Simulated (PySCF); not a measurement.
**AlC⁻: one state, many levels of theory**

State: ³Π (triplet), unpaired electrons σ ↑, π ↑. Set-up: basis Al aug-cc-pVDZ-DK, C aug-cc-pVDZ-DK; spin-free X2C with a Gaussian nucleus; PySCF 2.14. De refers to Al + C⁻ in their high-spin ground configurations, without counterpoise correction. The functionals are run spin-unrestricted. A positive dipole points towards C; it is taken about the centre of mass and depends on that origin. Levels whose curve was spin-contaminated or gave no clean fit are not listed.

| Level | Re (Å) | ωe (cm⁻¹) | De (eV) | μ (D) |
| --- | --- | --- | --- | --- |
| ROHF | 1.870 | 764 | n/a | -1.49 |
| ROHF-MP2 | 1.922 | 700 | 2.75 | n/a |
| ROHF-SCS-MP2 | 1.921 | 698 | n/a | n/a |
| ROHF-CCSD | 1.924 | 677 | 2.62 | n/a |
| ROHF-CCSD(T) | 1.937 | 659 | 2.85 | n/a |
| PBE | 1.913 | 689 | 3.27 | -1.84 |
| BP86 | 1.913 | 688 | 3.26 | -1.91 |
| B3LYP | 1.903 | 688 | 2.99 | -1.98 |

(1) Which functional lies closest to ROHF-CCSD(T) in De, which farthest, and by how much do they differ from it?

(2) What does second-order correlation do here, going from ROHF to ROHF-MP2?

(3) What does the triples do here, going from ROHF-CCSD to ROHF-CCSD(T)?

Correlated steps freeze 6 core orbitals. Correlated levels converge slowly with the basis: in double zeta they bind strong bonds too weakly, by up to about 1 eV, and carry superposition errors of some tenths. For an ion De counts to the pair picked by the measured ionisation energies or electron affinities, which need not be the lowest pair at this level. The highest Kohn–Sham level is positive in this anion. Much of that is self-interaction error, but it also means that the finite basis helps to hold the extra electron. The CCSD T1 diagnostic is raised, a sign that a single reference may not be enough here. UHF is strongly spin-contaminated for AlC⁻, so the ROHF reference used there is far from stable. The state was picked by a PBE0 search and need not be the measured ground state.

The whole job (state search and all levels along the bond) took about 2.4 min on 1 thread of Arm Neoverse V1 (shared host), peak memory 0.62 GiB.

Answers

(1) Closest is B3LYP (-3.4 pm in Re, +4.4 % in ωe, +0.14 eV in De against ROHF-CCSD(T) in the same basis), farthest PBE (-2.4 pm in Re, +4.6 % in ωe, +0.42 eV in De). CCSD(T) converges more slowly with the basis than the functionals do and binds too weakly in this one, so the order can change at the basis-set limit.

(2) ROHF-MP2 less ROHF: +5.2 pm in Re, -8.4 % in ωe. Correlation nearly always deepens the well. The bond lengthens, as in strong covalent bonds, where excitations into antibonding orbitals dominate.

(3) ROHF-CCSD(T) less ROHF-CCSD: +1.3 pm in Re, -2.7 % in ωe, +0.23 eV in De. Correlation nearly always deepens the well. The bond lengthens, as in strong covalent bonds, where excitations into antibonding orbitals dominate.
